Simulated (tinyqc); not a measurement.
Inside a calculation (part 2 of 2). Method: MP2 on RHF in the sto-3g basis, for CH3+, spin multiplicity 1. Computed by tinyqc, a small Python program that keeps every step (integrals from PySCF). Command: `OMP_NUM_THREADS=1 python tinyqc.py 28447 28448 out.jsonl` (the two numbers bound the seeds that draw the settings). One thread of a shared host (Intel(R) Xeon(R) Processor @ 2.60GHz), about 0.1 s of CPU time with the checks.

Geometry (angstrom):
```
atom,x,y,z
C,0.0000,0.0000,0.0540
H,1.2110,0.0000,0.0000
H,-0.6050,1.0480,0.0000
H,-0.6050,-1.0480,0.0000
```

## Integrals over molecular orbitals

coefficients C:
```
,MO1,MO2,MO3,MO4,MO5,MO6,MO7,MO8
1C 1s,0.9932,-0.2341,0.0000,-0.0001,-0.0155,-0.2046,0.0007,0.0000
1C 2s,0.0292,0.7647,0.0000,0.0005,0.0761,1.1648,-0.0045,0.0000
1C 2px,0.0000,-0.0003,0.0000,0.6390,0.0000,0.0031,1.0079,0.0000
1C 2py,0.0000,0.0000,0.6389,0.0000,0.0000,0.0000,0.0000,1.0084
1C 2pz,-0.0003,-0.0105,0.0000,0.0000,0.9966,-0.0908,0.0003,0.0000
2H 1s,-0.0053,0.1780,0.0000,0.4272,-0.0321,-0.6933,-0.9325,0.0000
3H 1s,-0.0053,0.1784,0.3699,-0.2134,-0.0321,-0.6891,0.4700,-0.8101
4H 1s,-0.0053,0.1784,-0.3699,-0.2134,-0.0321,-0.6891,0.4700,0.8101
```

core Hamiltonian H = T + V (hartree), lower triangle:
```
,1C 1s,1C 2s,1C 2px,1C 2py,1C 2pz,2H 1s,3H 1s,4H 1s
1C 1s,-19.0719
1C 2s,-4.6035,-6.0067
1C 2px,0.0000,0.0002,-5.0099
1C 2py,0.0000,0.0000,0.0000,-5.0101
1C 2pz,0.0018,0.0197,0.0000,0.0000,-4.8568
2H 1s,-0.8769,-2.1799,-1.8807,0.0000,0.0879,-3.5557
3H 1s,-0.8787,-2.1829,0.9413,-1.6305,0.0880,-0.5020,-3.5576
4H 1s,-0.8787,-2.1829,0.9413,1.6305,0.0880,-0.5020,-0.5026,-3.5576
```

Given earlier and not repeated: Two-electron integrals (ij|kl) in chemists' order.

(pq|rs) = sum C_ip C_jq C_kr C_ls (ij|kl), one index at a time.

one-electron integrals over orbitals h = C^T H C (hartree), lower triangle:
```
,1,2,3,4,5,6,7,8
1,-19.0575
2,0.3702,-4.9108
3,0.0000,0.0000,-4.4222
4,0.0002,0.0001,0.0000,-4.4216
5,0.0262,-0.0321,0.0000,-0.0001,-4.8514
6,0.2985,-0.8445,0.0000,-0.0037,0.0827,-3.5042
7,-0.0010,0.0033,0.0000,-0.9256,-0.0002,-0.0007,-3.7764
8,0.0000,0.0000,-0.9254,0.0000,0.0000,0.0000,0.0000,-3.7766
```

Two-electron integrals over orbitals (pq|rs), unique and non-zero (hartree):
```
p,q,r,s,(pq|rs)
1,1,1,1,3.5076
2,1,1,1,-0.3097
2,1,2,1,0.0431
2,2,1,1,0.7360
2,2,2,1,-0.0109
2,2,2,2,0.5192
3,1,3,1,0.0100
3,2,3,1,0.0154
3,2,3,2,0.1162
3,3,1,1,0.6442
3,3,2,1,-0.0047
3,3,2,2,0.4948
3,3,3,3,0.5267
4,1,1,1,-1.55e-04
4,1,2,1,1.67e-05
4,1,2,2,-2.22e-05
4,1,3,3,-0.0028
4,1,4,1,0.0100
4,2,1,1,1.72e-05
4,2,2,1,-1.11e-05
4,2,2,2,-1.36e-04
4,2,3,3,-0.0439
4,2,4,1,0.0154
4,2,4,2,0.1161
4,3,3,1,-0.0028
4,3,3,2,-0.0439
4,3,4,3,0.0408
4,4,1,1,0.6442
4,4,2,1,-0.0047
4,4,2,2,0.4947
4,4,3,3,0.4450
4,4,4,1,0.0028
4,4,4,2,0.0440
4,4,4,4,0.5267
5,1,1,1,-0.0203
5,1,2,1,0.0026
5,1,2,2,-0.0016
5,1,3,3,-0.0007
5,1,4,1,1.77e-06
5,1,4,2,2.76e-07
5,1,4,4,-0.0007
5,1,5,1,0.0217
5,2,1,1,0.0140
5,2,2,1,-0.0009
5,2,2,2,4.05e-04
5,2,3,3,0.0010
5,2,4,1,-1.38e-07
5,2,4,2,2.01e-06
5,2,4,4,0.0010
5,2,5,1,0.0250
5,2,5,2,0.1007
5,3,3,1,4.52e-04
5,3,3,2,-0.0013
5,3,4,3,0.0020
5,3,5,3,0.0233
5,4,1,1,2.11e-05
5,4,2,1,-9.19e-07
5,4,2,2,8.02e-06
5,4,3,3,0.0020
5,4,4,1,4.52e-04
5,4,4,2,-0.0013
5,4,4,4,-0.0020
5,4,5,1,1.29e-05
5,4,5,2,3.87e-05
5,4,5,4,0.0233
5,5,1,1,0.8507
5,5,2,1,-0.0097
5,5,2,2,0.5539
5,5,3,3,0.5005
5,5,4,1,-4.42e-06
5,5,4,2,6.03e-06
5,5,4,4,0.5004
5,5,5,1,0.0025
5,5,5,2,0.0173
5,5,5,4,1.87e-05
5,5,5,5,0.6723
6,1,1,1,-0.2652
6,1,2,1,0.0375
6,1,2,2,-0.0089
6,1,3,3,-0.0037
6,1,4,1,6.12e-05
6,1,4,2,5.87e-05
6,1,4,4,-0.0037
6,1,5,1,0.0006
6,1,5,2,-0.0026
6,1,5,4,4.35e-07
6,1,5,5,-0.0072
6,1,6,1,0.0327
6,2,1,1,0.2592
6,2,2,1,-0.0094
6,2,2,2,0.0850
6,2,3,3,0.0564
6,2,4,1,2.96e-05
6,2,4,2,1.12e-04
6,2,4,4,0.0563
6,2,5,1,-0.0025
6,2,5,2,-0.0025
6,2,5,4,1.27e-05
6,2,5,5,0.1329
6,2,6,1,-0.0075
6,2,6,2,0.0717
6,3,3,1,0.0050
6,3,3,2,-0.0265
6,3,4,3,0.0330
6,3,5,3,0.0025
6,3,6,3,0.0592
6,4,1,1,0.0011
6,4,2,1,-2.57e-05
6,4,2,2,4.28e-04
6,4,3,3,0.0334
6,4,4,1,0.0050
6,4,4,2,-0.0267
6,4,4,4,-0.0329
6,4,5,1,-1.09e-06
6,4,5,2,2.19e-05
6,4,5,4,0.0025
6,4,5,5,0.0005
6,4,6,1,1.42e-06
6,4,6,2,4.05e-04
6,4,6,4,0.0596
6,5,1,1,-0.0196
6,5,2,1,-9.45e-05
6,5,2,2,-0.0098
6,5,3,3,-0.0052
6,5,4,1,3.88e-06
6,5,4,2,2.76e-05
6,5,4,4,-0.0051
6,5,5,1,0.0197
6,5,5,2,0.0668
6,5,5,4,9.60e-05
6,5,5,5,-0.0069
6,5,6,1,-0.0016
6,5,6,2,-0.0116
6,5,6,4,-4.12e-05
6,5,6,5,0.0500
6,6,1,1,0.5892
6,6,2,1,-0.0085
6,6,2,2,0.4467
6,6,3,3,0.4445
6,6,4,1,7.62e-05
6,6,4,2,0.0007
6,6,4,4,0.4452
6,6,5,1,-0.0039
6,6,5,2,-0.0111
6,6,5,4,-3.09e-05
6,6,5,5,0.4535
6,6,6,1,-0.0066
6,6,6,2,0.0277
6,6,6,4,-2.44e-04
6,6,6,5,-0.0102
6,6,6,6,0.4423
7,1,1,1,0.0009
7,1,2,1,-1.40e-04
7,1,2,2,1.05e-05
7,1,3,3,-0.0031
7,1,4,1,0.0135
7,1,4,2,0.0192
7,1,4,4,0.0032
7,1,5,1,-2.84e-06
7,1,5,2,8.02e-06
7,1,5,4,0.0006
7,1,5,5,2.43e-05
7,1,6,1,-5.92e-05
7,1,6,2,6.97e-05
7,1,6,4,0.0064
7,1,6,5,9.64e-06
7,1,6,6,1.26e-04
7,1,7,1,0.0181
7,2,1,1,-0.0010
7,2,2,1,3.06e-05
7,2,2,2,-3.41e-04
7,2,3,3,0.0172
7,2,4,1,0.0107
7,2,4,2,0.0215
7,2,4,4,-0.0176
7,2,5,1,7.82e-06
7,2,5,2,7.44e-07
7,2,5,4,0.0035
7,2,5,5,-0.0005
7,2,6,1,7.20e-05
7,2,6,2,-1.40e-04
7,2,6,4,0.0428
7,2,6,5,4.10e-05
7,2,6,6,-1.51e-04
7,2,7,1,0.0136
7,2,7,2,0.0488
7,3,3,1,0.0029
7,3,3,2,0.0439
7,3,4,3,-0.0144
7,3,5,3,-0.0019
7,3,6,3,-0.0296
7,3,7,3,0.0351
7,4,1,1,0.2665
7,4,2,1,-0.0058
7,4,2,2,0.0955
7,4,3,3,0.0836
7,4,4,1,-0.0029
7,4,4,2,-0.0437
7,4,4,4,0.0551
7,4,5,1,1.08e-05
7,4,5,2,0.0068
7,4,5,4,0.0019
7,4,5,5,0.1334
7,4,6,1,-0.0046
7,4,6,2,0.0761
7,4,6,4,0.0298
7,4,6,5,-0.0055
7,4,6,6,0.0267
7,4,7,1,-0.0039
7,4,7,2,0.0056
7,4,7,4,0.1222
7,5,1,1,5.16e-05
7,5,2,1,3.20e-08
7,5,2,2,1.81e-05
7,5,3,3,-0.0034
7,5,4,1,0.0011
7,5,4,2,0.0079
7,5,4,4,0.0035
7,5,5,1,-7.01e-05
7,5,5,2,-2.44e-04
7,5,5,4,0.0183
7,5,5,5,1.13e-05
7,5,6,1,1.03e-05
7,5,6,2,4.05e-05
7,5,6,4,-0.0040
7,5,6,5,-1.13e-04
7,5,6,6,8.37e-05
7,5,7,1,0.0014
7,5,7,2,0.0009
7,5,7,4,-0.0036
7,5,7,5,0.0190
7,6,1,1,1.83e-04
7,6,2,1,-8.27e-07
7,6,2,2,-5.36e-05
7,6,3,3,-0.0516
7,6,4,1,0.0125
7,6,4,2,0.1050
7,6,4,4,0.0518
7,6,5,1,1.16e-05
7,6,5,2,4.25e-05
7,6,5,4,-0.0041
7,6,5,5,5.76e-05
7,6,6,1,5.53e-05
7,6,6,2,7.34e-05
7,6,6,4,-0.0550
7,6,6,5,5.35e-05
7,6,6,6,0.0008
7,6,7,1,0.0159
7,6,7,2,-0.0070
7,6,7,4,-0.0549
7,6,7,5,0.0077
7,6,7,6,0.1262
7,7,1,1,0.6812
7,7,2,1,-0.0078
7,7,2,2,0.4825
7,7,3,3,0.4407
7,7,4,1,-7.10e-05
7,7,4,2,0.0312
7,7,4,4,0.5123
7,7,5,1,-0.0005
7,7,5,2,0.0019
7,7,5,4,-0.0028
7,7,5,5,0.4918
7,7,6,1,-0.0060
7,7,6,2,0.0514
7,7,6,4,-0.0427
7,7,6,5,-0.0034
7,7,6,6,0.4537
7,7,7,1,-3.45e-04
7,7,7,2,-0.0281
7,7,7,4,0.0442
7,7,7,5,0.0030
7,7,7,6,0.0518
7,7,7,7,0.5258
8,1,3,1,0.0135
8,1,3,2,0.0192
8,1,4,3,-0.0031
8,1,5,3,0.0006
8,1,6,3,0.0064
8,1,7,3,0.0039
8,1,8,1,0.0181
8,2,3,1,0.0107
8,2,3,2,0.0214
8,2,4,3,0.0174
8,2,5,3,0.0035
8,2,6,3,0.0427
8,2,7,3,-0.0062
8,2,8,1,0.0136
8,2,8,2,0.0488
8,3,1,1,0.2665
8,3,2,1,-0.0058
8,3,2,2,0.0953
8,3,3,3,0.0550
8,3,4,1,0.0029
8,3,4,2,0.0438
8,3,4,4,0.0837
8,3,5,1,1.12e-05
8,3,5,2,0.0068
8,3,5,4,-0.0019
8,3,5,5,0.1334
8,3,6,1,-0.0046
8,3,6,2,0.0761
8,3,6,4,-0.0292
8,3,6,5,-0.0055
8,3,6,6,0.0274
8,3,7,1,0.0040
8,3,7,2,-0.0063
8,3,7,4,0.0553
8,3,7,5,0.0036
8,3,7,6,0.0553
8,3,7,7,0.0785
8,3,8,3,0.1224
8,4,3,1,0.0029
8,4,3,2,0.0438
8,4,4,3,-0.0143
8,4,5,3,-0.0019
8,4,6,3,-0.0293
8,4,7,3,0.0324
8,4,8,1,0.0040
8,4,8,2,-0.0060
8,4,8,4,0.0349
8,5,3,1,0.0011
8,5,3,2,0.0080
8,5,4,3,-0.0034
8,5,5,3,0.0183
8,5,6,3,-0.0040
8,5,7,3,0.0036
8,5,8,1,0.0014
8,5,8,2,0.0009
8,5,8,4,0.0036
8,5,8,5,0.0191
8,6,3,1,0.0125
8,6,3,2,0.1048
8,6,4,3,-0.0513
8,6,5,3,-0.0040
8,6,6,3,-0.0544
8,6,7,3,0.0553
8,6,8,1,0.0160
8,6,8,2,-0.0069
8,6,8,4,0.0551
8,6,8,5,0.0076
8,6,8,6,0.1255
8,7,3,1,-6.13e-05
8,7,3,2,-0.0323
8,7,4,3,0.0363
8,7,5,3,0.0028
8,7,6,3,0.0433
8,7,7,3,-0.0179
8,7,8,1,2.03e-04
8,7,8,2,0.0280
8,7,8,4,-0.0177
8,7,8,5,-0.0031
8,7,8,6,-0.0527
8,7,8,7,0.0433
8,8,1,1,0.6813
8,8,2,1,-0.0078
8,8,2,2,0.4827
8,8,3,3,0.5127
8,8,4,1,-2.08e-05
8,8,4,2,-0.0319
8,8,4,4,0.4404
8,8,5,1,-0.0005
8,8,5,2,0.0020
8,8,5,4,0.0028
8,8,5,5,0.4919
8,8,6,1,-0.0060
8,8,6,2,0.0515
8,8,6,4,0.0435
8,8,6,5,-0.0034
8,8,6,6,0.4530
8,8,7,1,2.80e-04
8,8,7,2,0.0278
8,8,7,4,0.0788
8,8,7,5,-0.0031
8,8,7,6,-0.0525
8,8,7,7,0.4409
8,8,8,3,0.0437
8,8,8,8,0.5265
```

## Second-order Moller-Plesset energy

orbital energies (hartree): MO1 -11.5643, MO2 -1.2158, MO3 -0.8943, MO4 -0.8941, MO5 -0.2094, MO6 0.1237, MO7 0.2327, MO8 0.2333

Hartree-Fock energy = -38.761705 hartree

E2 = sum_ijab (ia|jb) [2 (ia|jb) - (ib|ja)] / (e_i + e_j - e_a - e_b) over occupied i, j and virtual a, b; the opposite-spin part is (ia|jb)^2 / denominator, the rest is same-spin, and SCS-MP2 scales them by 6/5 and 1/3.

Terms (the 40 largest of 136):
```
i,j,a,b,(ia|jb),(ib|ja),denominator,term
3,3,8,8,0.1224,0.1224,-2.2552,-0.0066
4,4,7,7,0.1222,0.1222,-2.2537,-0.0066
2,2,5,5,0.1007,0.1007,-2.0128,-0.0050
4,2,7,6,0.0761,0.0428,-2.4664,-0.0034
2,4,6,7,0.0761,0.0428,-2.4664,-0.0034
2,3,6,8,0.0761,0.0427,-2.4671,-0.0034
3,2,8,6,0.0761,0.0427,-2.4671,-0.0034
2,2,6,6,0.0717,0.0717,-2.6790,-0.0019
4,3,7,8,0.0553,0.0324,-2.2545,-0.0019
3,4,8,7,0.0553,0.0324,-2.2545,-0.0019
4,4,6,6,0.0596,0.0596,-2.0356,-0.0017
3,3,6,6,0.0592,0.0592,-2.0361,-0.0017
2,2,8,8,0.0488,0.0488,-2.8982,-0.0008
2,2,7,7,0.0488,0.0488,-2.8971,-0.0008
3,3,7,7,0.0351,0.0351,-2.2541,-0.0005
4,4,8,8,0.0349,0.0349,-2.2548,-0.0005
4,4,6,7,0.0298,0.0298,-2.1446,-4.13e-04
4,4,7,6,0.0298,0.0298,-2.1446,-4.13e-04
3,3,7,6,-0.0296,-0.0296,-2.1451,-4.07e-04
3,3,6,7,-0.0296,-0.0296,-2.1451,-4.07e-04
4,3,8,6,-0.0293,-0.0292,-2.1454,-4.03e-04
3,4,6,8,-0.0293,-0.0292,-2.1454,-4.03e-04
3,4,8,6,-0.0292,-0.0293,-2.1454,-3.97e-04
4,3,6,8,-0.0292,-0.0293,-2.1454,-3.97e-04
4,4,5,5,0.0233,0.0233,-1.3694,-3.95e-04
3,3,5,5,0.0233,0.0233,-1.3698,-3.95e-04
2,4,7,6,0.0428,0.0761,-2.4664,-1.63e-04
4,2,6,7,0.0428,0.0761,-2.4664,-1.63e-04
3,2,6,8,0.0427,0.0761,-2.4671,-1.62e-04
2,3,8,6,0.0427,0.0761,-2.4671,-1.62e-04
3,4,7,8,0.0324,0.0553,-2.2545,-1.36e-04
4,3,8,7,0.0324,0.0553,-2.2545,-1.36e-04
2,1,5,5,0.0250,0.0250,-12.3613,-5.06e-05
1,2,5,5,0.0250,0.0250,-12.3613,-5.06e-05
1,1,6,6,0.0327,0.0327,-23.3761,-4.58e-05
3,2,8,5,0.0068,0.0035,-2.1340,-3.20e-05
2,3,5,8,0.0068,0.0035,-2.1340,-3.20e-05
4,2,7,5,0.0068,0.0035,-2.1332,-3.20e-05
2,4,5,7,0.0068,0.0035,-2.1332,-3.20e-05
1,1,5,5,0.0217,0.0217,-22.7098,-2.08e-05
```

Pair energies (hartree; pair i-j sums ij and ji):
```
pair,opposite spin,same spin
1-1,-9.43e-05,0
2-1,-1.67e-04,-1.01e-09
2-2,-0.0086,0
3-1,-1.46e-05,-1.90e-05
3-2,-0.0063,-0.0009
3-3,-0.0101,0
4-1,-1.46e-05,-1.90e-05
4-2,-0.0063,-0.0009
4-3,-0.0053,-4.66e-04
4-4,-0.0101,0
```

MP2 correlation energy = -0.049352 hartree

SCS-MP2 correlation energy = -0.057203 hartree

MP2 total energy = -38.811057 hartree
